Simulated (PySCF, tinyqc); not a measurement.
Inside a calculation (part 2 of 2). Method: RHF in the sto-6g basis, for LiH, spin multiplicity 1. The lowest restricted solution is unstable here: a spin-polarised one lies 0.0102 hartree lower (PySCF). Computed by tinyqc, a small Python program that keeps every step (integrals from PySCF). Command: `OMP_NUM_THREADS=1 python tinyqc.py 23564 23565 out.jsonl` (the two numbers bound the seeds that draw the settings). One thread of a shared host (Intel(R) Xeon(R) Processor @ 2.60GHz), about 0.08 s of CPU time with the checks.

Geometry (angstrom):
```
atom         x         y         z
Li    0.000000  0.000000  0.000000
H     0.000000  0.000000  2.293000
```

## Iteration 8 (converged): orbitals

converged F (hartree), order 1Li 1s, 1Li 2s, 1Li 2px, 1Li 2py, 1Li 2pz, 2H 1s:
$$\begin{pmatrix}
-2.409213 & -0.621001 & 0.000000 & 0.000000 & 0.013122 & -0.040283 \\
-0.621001 & -0.188909 & 0.000000 & 0.000000 & -0.055215 & -0.182818 \\
0.000000 & 0.000000 & 0.157074 & 0.000000 & 0.000000 & 0.000000 \\
0.000000 & 0.000000 & 0.000000 & 0.157074 & 0.000000 & 0.000000 \\
0.013122 & -0.055215 & 0.000000 & 0.000000 & 0.064999 & -0.183421 \\
-0.040283 & -0.182818 & 0.000000 & 0.000000 & -0.183421 & -0.073143
\end{pmatrix}$$

X, order 1Li 1s, 1Li 2s, 1Li 2px, 1Li 2py, 1Li 2pz, 2H 1s:
$$\begin{pmatrix}
1.022282 & -0.125808 & 0.000000 & 0.000000 & -0.005122 & 0.016695 \\
-0.125808 & 1.047968 & 0.000000 & 0.000000 & 0.036916 & -0.138586 \\
0.000000 & 0.000000 & 1.000000 & 0.000000 & 0.000000 & 0.000000 \\
0.000000 & 0.000000 & 0.000000 & 1.000000 & 0.000000 & 0.000000 \\
-0.005122 & 0.036916 & 0.000000 & 0.000000 & 1.051938 & -0.195848 \\
0.016695 & -0.138586 & 0.000000 & 0.000000 & -0.195848 & 1.077184
\end{pmatrix}$$

Diagonalise F' = X^T F X, C = X C', fill 2 alpha and 2 beta electrons from the bottom; D = 2 C_occ C_occ^T. Each column has its largest component positive (the first on a tie).

F' = X^T F X (hartree):
$$\begin{pmatrix}
-2.361832 & -0.339986 & 0.000000 & 0.000000 & 0.011021 & 0.022033 \\
-0.339986 & -0.033986 & 0.000000 & 0.000000 & 0.000714 & -0.183406 \\
0.000000 & 0.000000 & 0.157074 & 0.000000 & 0.000000 & 0.000000 \\
0.000000 & 0.000000 & 0.000000 & 0.157074 & 0.000000 & 0.000000 \\
0.011021 & 0.000714 & 0.000000 & 0.000000 & 0.142745 & -0.215672 \\
0.022033 & -0.183406 & 0.000000 & 0.000000 & -0.215672 & 0.043639
\end{pmatrix}$$

orbital energies (hartree): MO1 -2.410523, MO2 -0.225481, MO3 0.068469, MO4 0.157074, MO5 0.157074, MO6 0.358100

coefficients C, order 1Li 1s, 1Li 2s, 1Li 2px, 1Li 2py, 1Li 2pz, 2H 1s:
$$\begin{pmatrix}
0.994169 & -0.138536 & -0.205809 & 0.000000 & 0.000000 & 0.106170 \\
0.023640 & 0.500345 & 0.802429 & 0.000000 & 0.000000 & -0.489731 \\
0.000000 & 0.000000 & 0.000000 & 0.921562 & -0.388231 & 0.000000 \\
0.000000 & 0.000000 & 0.000000 & 0.388231 & 0.921562 & 0.000000 \\
-0.004518 & 0.323722 & -0.582085 & 0.000000 & 0.000000 & -0.838260 \\
-0.000853 & 0.613535 & -0.217172 & 0.000000 & 0.000000 & 0.891390
\end{pmatrix}$$

D after iteration 8, order 1Li 1s, 1Li 2s, 1Li 2px, 1Li 2py, 1Li 2pz, 2H 1s:
$$\begin{pmatrix}
2.015128 & -0.091628 & 0.000000 & 0.000000 & -0.098677 & -0.171690 \\
-0.091628 & 0.501808 & 0.000000 & 0.000000 & 0.323732 & 0.613918 \\
0.000000 & 0.000000 & 0.000000 & 0.000000 & 0.000000 & 0.000000 \\
0.000000 & 0.000000 & 0.000000 & 0.000000 & 0.000000 & 0.000000 \\
-0.098677 & 0.323732 & 0.000000 & 0.000000 & 0.209633 & 0.397237 \\
-0.171690 & 0.613918 & 0.000000 & 0.000000 & 0.397237 & 0.752852
\end{pmatrix}$$

Within a degenerate level the vectors are fixed only up to a rotation; this is one choice.

## Convergence

Stop when the energy changes by less than 1e-09 hartree and every element of the error matrix X^T (F D S - S D F) X is below 9e-06.

Course of the cycle:
```
iteration  E (hartree)     change  largest element of the error matrix
1          -7.86939841          -                             5.35e-02
2          -7.87985898  -1.05e-02                             2.48e-02
3          -7.88374651  -3.89e-03                             1.56e-02
4          -7.88583607  -2.09e-03                             4.22e-03
5          -7.88586859  -3.25e-05                             1.69e-03
6          -7.88587475  -6.16e-06                             1.81e-04
7          -7.88587481  -6.47e-08                             1.30e-05
8          -7.88587481  -4.16e-10                             6.95e-07
```

PySCF RHF in the same basis = -7.88587481 hartree

Converged in 8 iterations.

## Populations, bond orders and dipole

overlap S, order 1Li 1s, 1Li 2s, 1Li 2px, 1Li 2py, 1Li 2pz, 2H 1s:
$$\begin{pmatrix}
1.000000 & 0.235742 & 0.000000 & 0.000000 & 0.000000 & 0.014891 \\
0.235742 & 1.000000 & 0.000000 & 0.000000 & 0.000000 & 0.239078 \\
0.000000 & 0.000000 & 1.000000 & 0.000000 & 0.000000 & 0.000000 \\
0.000000 & 0.000000 & 0.000000 & 1.000000 & 0.000000 & 0.000000 \\
0.000000 & 0.000000 & 0.000000 & 0.000000 & 1.000000 & 0.346575 \\
0.014891 & 0.239078 & 0.000000 & 0.000000 & 0.346575 & 1.000000
\end{pmatrix}$$

Mulliken: Z minus the diagonal of D S on the atom; Loewdin: the same with S^(1/2) D S^(1/2); Mayer order: 2 sum_s sum (D(s) S)_ij (D(s) S)_ji over the two atoms.

Charges (e):
```
atom   Mulliken    Loewdin
1Li    0.034743   0.031043
2H    -0.034743  -0.031043
```

Mayer bond orders:
```
pair     order
2-1   0.998793
```

dipole moment about the origin, x y z (debye): [0.000000, 0.000000, -5.243767]
